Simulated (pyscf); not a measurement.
`[OH][SiH2]` [doublet] + `[SiH4]` → `[OH][SiH3]` + `[SiH3]` [doublet], a hydrogen abstraction (doublet surface; H–Si broken, H–Si formed). Optimised with ωB97X-D3(BJ)/def2-SVP in PySCF. Correlated levels are frozen-core, on RHF or UHF. ΔMP2 is the change of the MP2 total energy from the triple- to the quadruple-zeta basis. Energies in kcal/mol from the separated reactants.

Small-basis levels: PySCF, no dispersion term, spherical d functions. Open shells are spin-unrestricted. 

Quick B3LYP/6-31G* single points give ΔE‡ = 10.2 kcal/mol and ΔE = -0.2 kcal/mol. What does CCSD(T)/def2-TZVPP + ΔMP2(QZVPP) give, and how far is the quick result from it?

CCSD(T)/def2-TZVPP + ΔMP2(QZVPP) gives ΔE‡ = 11.3 kcal/mol and ΔE = -1.2 kcal/mol. B3LYP/6-31G* lies 1.1 kcal/mol under it in the barrier and 1.0 kcal/mol over it in the reaction energy, so on this step it holds to within 3.0 kcal/mol. CCSD(T)/def2-TZVPP + ΔMP2(QZVPP) has limits of its own. One saddle was located; it need not be the lowest between these sides. The angle at the transferred H is 142°. The CCSD(T) − MP2 part came from Ansatz, without density fitting, on the same reference.
